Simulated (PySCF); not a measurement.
Species: OF₂.
Z-matrix (Å and degrees, PBE0-D3(BJ)/def2-SVP geometry), rows numbered from 1:
```
F 
O   1  1.3794
F   2  1.3795  1  104.06
```

Computed with PBE0-D3(BJ)/def2-SVP geometry optimisation, gas phase in PySCF 2.14.0.

Masses are those of the commonest isotopes; rigid-rotor values at the optimised geometry. 

(1) Give the principal moments of inertia and the rotational constants in GHz.

(2) What kind of rotor is it?

(3) List the rotational levels J(Ka,Kc) to J = 3 (K).

(4) Which types of transition are allowed, and where do some lines up to J = 2 fall?

(5) Estimate the classical rotational partition function at 25 K and 298.15 K.

Results:

(1) Ia = 8.11, Ib = 44.94, Ic = 53.04 u·Å²; 505379 MHz·u·Å²/I gives 62327, 11247 and 9527 MHz, that is A = 62.327, B = 11.247, C = 9.5274 GHz.

(2) A near-prolate asymmetric top; Ray's κ = -0.935.

(3) Above 0(0,0), as E/k:
J = 1: 1(0,1) 0.997, 1(1,1) 3.448, 1(1,0) 3.531
J = 2: 2(0,2) 2.989, 2(1,2) 5.360, 2(1,1) 5.608, 2(2,1) 12.962, 2(2,0) 12.964
J = 3: 3(0,3) 5.972, 3(1,3) 8.226, 3(1,2) 8.721, 3(2,2) 15.953, 3(2,1) 15.963, 3(3,1) 28.418, 3(3,0) 28.418
Those of J = 1 are B + C, A + C and A + B.

(4) The dipole components are |μa| = 0.00 D, |μb| = 0.22 D, |μc| = 0.00 D; the symmetry axis of this C2v structure is b, so μa and μc vanish by symmetry and there are no a-type or c-type lines. Some lines, for components of 0.1 D or more:

| type | branch | J(Ka,Kc) | MHz | lower level (cm⁻¹) |
| --- | --- | --- | --- | --- |
| b | Q | 1(1,0) ← 1(0,1) | 52800 | 0.693 |
| b | Q | 2(1,1) ← 2(0,2) | 54562 | 2.077 |
| b | R | 1(1,1) ← 0(0,0) | 71855 | 0.000 |
| b | R | 2(1,2) ← 1(0,1) | 90910 | 0.693 |
| b | Q | 2(2,0) ← 2(1,1) | 153285 | 3.897 |
| b | Q | 2(2,1) ← 2(1,2) | 158400 | 3.725 |
| b | R | 2(2,1) ← 1(1,0) | 196510 | 2.454 |
| b | R | 2(2,0) ← 1(1,1) | 198272 | 2.397 |

(5) Point group C2v, symmetry number σ = 2; q = (√π/σ)·√((kT/h)³/(ABC)), k/h = 20836.6 MHz/K: 129 at 25 K, 5310 at 298.15 K.

No frequency check. No vibrational averaging or centrifugal distortion is included, and the geometry carries the error of its method.

Hardware: an Arm Neoverse V2 with one thread, shared host. Cost: 1.3 s wall, 0.25 GiB resident at most. That covers the optimisation of the geometry.
